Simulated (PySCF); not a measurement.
**Electric field gradients and quadrupole coupling constants**

C4HNO.
Bonds: N1–C2 (triple), C2–C3, C3–C4 (triple), C4–C5, C5–O6 (double). Hydrogens: H7 on C5.

Field gradients from the PBE0/pcSseg-1 density (PySCF, non-relativistic), principal values in atomic units, ordered |Vxx| ≤ |Vyy| ≤ |Vzz|:

```tsv
atom	Vxx	Vyy	Vzz
N1	0.4323	0.5538	-0.9861
O6	0.4532	1.7527	-2.2059
```

Task: Find the asymmetry η = (Vxx − Vyy)/Vzz and the couplings χ = eQV/h (234.96 MHz × Q in barn × V in au), with Q(14N) = 0.02044 b, Q(17O) = −0.0256 b.

Result: 
```
atom       environment  nucleus     η  χzz (MHz)  χxx (MHz)  χyy (MHz)
  N1  nitrile nitrogen      14N  0.12     -4.736      2.076      2.660
  O6   aldehyde oxygen      17O  0.59      13.27      -2.73     -10.54
```

The tensor is traceless: Vxx + Vyy + Vzz = 0.

Task: What is Vzz at N1 in SI units (1 au = 9.71736 × 10²¹ V/m²)?

Result: -0.9861 au = -9.582 × 10²¹ V/m².

Task: What couplings would deuterons (Q(2H) = 0.00286 b) have in place of the hydrogens, at this geometry?

Result: 
| atom | bonded to | bond length (Å) | Vzz (au) | η | χzz (kHz) |
| --- | --- | --- | --- | --- | --- |
| H7 | C5 | 1.116 | 0.2519 | 0.04 | 169 |

Geometry: PBE0-D3(BJ)/def2-SVP; no solvent, vibrations or thermal averaging. These gradients aren't converged with respect to the basis.
